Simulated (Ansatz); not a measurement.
## How far each method lies from RCCSDTQ for C₂H₆O, singlet

Geometry: MP2(full)/6-31G*, from the G2/97 set.

| atom | x (Å) | y (Å) | z (Å) |
| --- | --- | --- | --- |
| C | 1.2220 | -0.3818 | 0.0000 |
| C | 0.0538 | 0.5781 | 0.0000 |
| O | -1.1363 | -0.2090 | 0.0000 |
| H | -1.8928 | 0.4002 | 0.0000 |
| H | 0.0964 | 1.2261 | 0.8869 |
| H | 0.0964 | 1.2261 | -0.8869 |
| H | 2.1697 | 0.1634 | 0.0000 |
| H | 1.1824 | -1.0186 | 0.8859 |
| H | 1.1824 | -1.0186 | -0.8859 |

Basis STO-3G; Ansatz 0.2.0. Correlated methods freeze the noble-gas cores, which leaves 20 electrons in 18 orbitals. Prefix R: restricted or restricted open-shell reference. Active spaces: frontier = (8e, 8o) about the gap.

Full CI isn't at hand for all of this; RCCSDTQ serves as the reference, and is uncertain by about the last step of the cluster series.

- UHF ⟨S²⟩: 0.000
- T1 diagnostic (RCCSD): 0.0050
- largest doubles amplitude (RCCSD): 0.039

```
   level  E − E(RHF) (eV)
    RMP2          -3.7514
   RCCSD          -5.0335
RCCSD(T)          -5.0655
```

Q: Estimate how far RCCSDTQ in STO-3G lies from RCCSD(T). The table doesn't fix it; the size of (T) and the diagnostics are the guide.

A: RCCSDTQ in STO-3G lies 0.45 mEh below RCCSD(T), which is 38 % of the (T) step (-1.18 mEh). The diagnostics give no warning, yet the rest is a sizeable part of (T).

The other levels:

```
                  level  E − E(RCCSDTQ) (mEh)  share of correlation (%)    wall time
                   CISD                 14.89                     92.02       0.43 s
                BCCD(T)                  0.47                     99.75       0.27 s
                 RCCSDT                  0.14                     99.92            –
                 CISDTQ                  0.67                     99.64  12 s (H100)
              RCCSDT(Q)                  0.02                     99.99        1.4 s
CASSCF (frontier space)                 99.91                     46.46            –
NEVPT2 (frontier space)                 27.56                     85.23          9 s
```

The correlation energy at RCCSDTQ, counted from RHF, is -5.078 eV. That run took 30 s on 1 thread of AMD EPYC 7R13, shared host.

Times hold each run's SCF and search for its determinant on a shared host, so for small cases they say little of a method's own cost; rows without a card ran on 1 thread of AMD EPYC 7R13.

Atomization energy (electronic, same basis, no zero-point term; atoms at the same level, unrestricted beside the R rows where the molecule is a closed shell, with restricted open-shell steps beyond CCSDT(Q)) at RCCSDTQ: 3351.5 kJ/mol. Errors of other levels:

```tsv
level	error (kJ/mol)
RHF	-383.7
RMP2	-73.5
CISD	-39.1
RCCSD	-4.3
RCCSD(T)	-1.2
BCCD(T)	-1.2
RCCSDT	-0.4
CISDTQ	-1.8
RCCSDT(Q)	-0.1
```

This basis is far from its limit, so the value isn't to be set against a measured one. Truncated CI isn't size-consistent, which counts against it in atomization.
